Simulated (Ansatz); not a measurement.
# SiH− (triplet): RPA-PBE over a scan of the distance Si1–H2, aug-cc-pVDZ

How well do these functionals follow the top wave-function level for SiH− (triplet) over a scan of the distance Si1–H2?

Computed with Ansatz 0.2.0, Gaussian basis. Level: aug-cc-pVDZ, all electrons in the functionals, frozen cores in the correlation of double hybrids and RPA.

The runs, in order: RPA-PBE, at 1.256 Å; 1.408 Å; 1.559 Å; 1.682 Å; 1.868 Å; 2.157 Å; 2.536 Å; 2.895 Å; 3.507 Å; 4.164 Å; 5.223 Å.

13 further runs of the same task are left out: 1 for a known fault of the program, 8 that didn't finish, 4 set aside as unsound or not needed. Runs told in other sessions of the task aren't counted.

## (1) The geometry

The geometry derives from a PBE0/def2-TZVPD stationary point (not a proven minimum). One bond is set to the value named and the two fragments are kept rigid.

2 atoms, charge -1, spin multiplicity 3.

Atoms are counted from 1 here; the program's logs count them from 0.

Bond lengths: Si1–H2 1.559 Å.

No dispersion term is added.

The geometry shown and the zero of energy belong to the point 1.559 Å. The yardstick, FCI, and other wave-function levels (R restricted, U unrestricted, valence and pair active spaces) come from earlier runs.

## (2) RPA-PBE, 1.256 Å

Contents of in.yaml:

```yaml
crystal:
  periodic: [false, false, false]
  atoms:
    - {symbol: Si, position_ang: [0.000000, 0.000000, 0.000000]}
    - {symbol: H, position_ang: [0.000000, 0.000000, 1.256000]}
basis:
  gaussian: {orbitals: aug-cc-pVDZ}
total_charge: -1
magnetization: {spin_polarized: true, initial_magnetization: 2}
hamiltonian: {xc: {name: PBE}}
correlation: {method: rpa, electrons: outside_noble_gas}
```

Command:

```bash
ansatz run in.yaml --threads 1 --pin off --events-out ev --progress --plain --max-ram 2393MiB
```

After this run come: RPA-PBE, 1.408 Å; RPA-PBE, 1.559 Å; RPA-PBE, 1.682 Å; RPA-PBE, 1.868 Å; RPA-PBE, 2.157 Å; RPA-PBE, 2.536 Å; RPA-PBE, 2.895 Å; RPA-PBE, 3.507 Å; RPA-PBE, 4.164 Å; RPA-PBE, 5.223 Å.

Q: Predict the results of all the runs planned. Wanted: span of the FCI curve; largest miss, RPA-PBE.

As calculated:

```
             quantity                value
span of the FCI curve             2.747 eV
largest miss, RPA-PBE  -0.652 eV (5.223 Å)
```

In words: RPA-PBE strays by up to 0.652 eV, at 5.223 Å. RPA-PBE clearly breaks the spin symmetry at some points (⟨S²⟩ up to 0.58 above the pure value), so energy there is bought with a mixed spin. Functionals and the yardstick converge differently with the basis, so part of each miss in aug-cc-pVDZ is the basis.
